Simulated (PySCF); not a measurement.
# BSiH4F (SMILES FB[SiH3]): MP2/SBKJC (core potential, Cartesian functions)

We compute a structure relaxation of BSiH4F. Input form: a Python script.

The results are computed with PySCF 2.14.0.

4 further runs of the same task are left out: 1 that didn't finish, 3 set aside as unsound or not needed.

### Step 1. Starting point

BSiH4F: 7 atoms, total charge 0, spin state singlet. As SMILES, `FB[SiH3]`. The coordinates come from a PBE0-D4/def2-TZVP relaxation. The run starts from this shape.

Bond lengths: F1–B2 1.321 Å, B2–Si3 2.035 Å, B2–H4 1.203 Å, Si3–H5 1.490 Å, Si3–H6 1.491 Å, Si3–H7 1.487 Å. Angles: F1–B2–Si3 121.0°, F1–B2–H4 116.1°, Si3–B2–H4 122.9°, B2–Si3–H5 109.0°, B2–Si3–H6 108.5°, B2–Si3–H7 113.6°, H5–Si3–H6 107.5°, H5–Si3–H7 109.1°, H6–Si3–H7 109.0°.

### Step 2. A structure relaxation at MP2/SBKJC (core potential, Cartesian functions)

The input, run.py:

```python
from pyscf import gto, scf, mp
from pyscf.geomopt.geometric_solver import kernel as optimise

mol = gto.M(
    atom=[
    ('F', (-1.379400, -1.601500, 0.571800)),
    ('B', (-0.186700, -1.168700, 0.204000)),
    ('Si', (0.146300, 0.805600, -0.161100)),
    ('H', (0.673400, -2.004900, 0.107300)),
    ('H', (0.733100, 0.954500, -1.522300)),
    ('H', (1.152900, 1.303800, 0.818800)),
    ('H', (-1.078400, 1.642900, -0.064200)),
],
    ecp={'F': 'sbkjc', 'B': 'sbkjc', 'Si': 'sbkjc'},
    cart=True,
    verbose=3,
    max_memory=1860,
    basis='sbkjc',
    spin=0,
)

mf = scf.RHF(mol)
mf.max_cycle = 100
mf.conv_tol = 1e-07
mf.diis = False
mf.kernel()
pt = mp.MP2(mf).run()
converged, mol_eq = optimise(pt, maxsteps=50, convergence_set='TURBOMOLE')
print('converged:', converged)
print(mol_eq.tostring())

mf.reset(mol_eq)
mol = mol_eq
mf.kernel()
pt = mp.MP2(mf).run()
energy = pt.e_tot
print('Final energy', energy)
```

Command:

```console
$ OMP_NUM_THREADS=1 python run.py
```

The log of the run:

```text
converged SCF energy = -32.5622288634654
E(RMP2) = -32.7534920314274  E_corr = -0.191263167961961
E(SCS-RMP2) = -32.7585241960784  E_corr = -0.196295332612999

convergence_set           TURBOMOLE
[... 38 lines left out ...]
> Will converge when all 5 criteria are reached:
[... 20 lines left out ...]
converged SCF energy = -32.5622288669919
[... 26 lines left out ...]
converged SCF energy = -32.5636306117052
[... 53 lines left out ...]
converged SCF energy = -32.5632617248419
[... 53 lines left out ...]
converged SCF energy = -32.563373394814
[... 53 lines left out ...]
converged SCF energy = -32.5633651896308
[... 42 lines left out ...]
Converged! =D
[... 1 line left out ...]
converged: True
F          -1.43348950       -1.62468338        0.58298462
B          -0.16007863       -1.18527627        0.19990884
Si          0.16416460        0.82276087       -0.16540995
H           0.66942120       -2.06326584        0.11870347
H           0.74814955        0.99047021       -1.56203980
H           1.18337461        1.35094260        0.83612063
H          -1.11034183        1.64075180       -0.05596781
converged SCF energy = -32.5633636336636
E(RMP2) = -32.7591547125584  E_corr = -0.195791078894778
E(SCS-RMP2) = -32.7643365977762  E_corr = -0.200972964112612
Final energy -32.75915471255839
```

Wall time 9.6 s (1 thread of Intel Xeon Platinum 8259CL at 2.50GHz (Skylake/Cascade Lake), shared host); peak memory 0.15 GiB.

Steps, from the record of the run:

```tsv
step	energy from the first frame kept (eV)	largest force (eV/Å)
0	0.0000	3.1828
1	-0.1391	0.9966
2	-0.1490	0.3198
3	-0.1534	0.0818
4	-0.1539	0.0227
5	-0.1540	0.0078
6	-0.1540	0.0038
7	-0.1540	0.0007
8	-0.1540	0.0011
```

After the run. Bond lengths: F1–B2 1.400 Å, B2–Si3 2.067 Å, B2–H4 1.211 Å, Si3–H5 1.523 Å, Si3–H6 1.523 Å, Si3–H7 1.518 Å. Angles: F1–B2–Si3 119.7°, F1–B2–H4 114.4°, Si3–B2–H4 125.8°, B2–Si3–H5 109.2°, B2–Si3–H6 109.0°, B2–Si3–H7 112.3°, H5–Si3–H6 107.9°, H5–Si3–H7 109.2°, H6–Si3–H7 109.1°.

### Step 3. Outcome

Level: MP2/SBKJC (core potential, Cartesian functions).

| quantity | value |
| --- | --- |
| total energy at the end | -32.75915 Eh |
| dipole moment (Hartree–Fock density) | 1.87 D |
| HOMO energy (Hartree–Fock orbitals) | -11.55 eV |
| LUMO energy (Hartree–Fock orbitals) | 1.57 eV |
| HOMO–LUMO gap (Hartree–Fock orbitals) | 13.13 eV |
| correlation energy | -195.8 mEh |

At the final geometry: Bond lengths: F1–B2 1.400 Å, B2–Si3 2.067 Å, B2–H4 1.211 Å, Si3–H5 1.523 Å, Si3–H6 1.523 Å, Si3–H7 1.518 Å. Angles: F1–B2–Si3 119.7°, F1–B2–H4 114.4°, Si3–B2–H4 125.8°, B2–Si3–H5 109.2°, B2–Si3–H6 109.0°, B2–Si3–H7 112.3°, H5–Si3–H6 107.9°, H5–Si3–H7 109.2°, H6–Si3–H7 109.1°. The optimisation took 8 steps and changed the energy by -0.154 eV.
